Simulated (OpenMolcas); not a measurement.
**A ladder of methods for AlClO (SMILES [O]=[Al][Cl])**

AlClO has 3 atoms, charge 0, and is taken as a singlet. SMILES: `[O]=[Al][Cl]`. The shape comes from GFN2-xTB, which is rough for such elements, and wasn't checked as a minimum.

```xyz
3

O     0.1075    1.6943    0.2460
Al    0.0093    0.1472    0.0214
Cl   -0.1168   -1.8415   -0.2673
```

Each level gives the energy change with the Al2–Cl3 bond stretched from 2.014 to 3.524 Å (eV). The values are calculated.

```csv
level,kind,program,value (eV),less FCI/STO-3G,CPU time (all runs)
HF/STO-3G (restricted),Hartree–Fock,OpenMolcas,5.50,+1.40,3.2 s
B3LYP/STO-3G (restricted),global hybrid,OpenMolcas,4.18,+0.08,7.1 s
B2PLYP/STO-3G (restricted),double hybrid,OpenMolcas,4.25,+0.15,6.7 s
MP2/STO-3G (restricted),perturbation theory,OpenMolcas,4.90,+0.80,3 s
"CASPT2(2,2)/STO-3G",multireference,OpenMolcas,4.87,+0.77,3 s
"MRCI(2,2)/STO-3G",multireference,OpenMolcas,5.15,+1.05,3.3 s
CISD/STO-3G (restricted),coupled cluster or CI,OpenMolcas,4.66,+0.56,3.2 s
FCI/STO-3G,exact in the basis,OpenMolcas,4.10,0.00,63 s
```

FCI/STO-3G is exact within its basis and frozen core, so for wave-function methods in that basis the difference is their error; functionals converge differently with the basis, so for them it is only a difference. Spin-restricted single references rise too steeply as a bond breaks, Hartree–Fock most of all. The first shape isn't each level's own minimum. The values span 4.10 to 5.50 eV. All rows use very small basis sets, so even the best lies far from the true value. CPU times are rough (shared hosts, several kinds of processor): they show what a rung costs within a factor of a few.
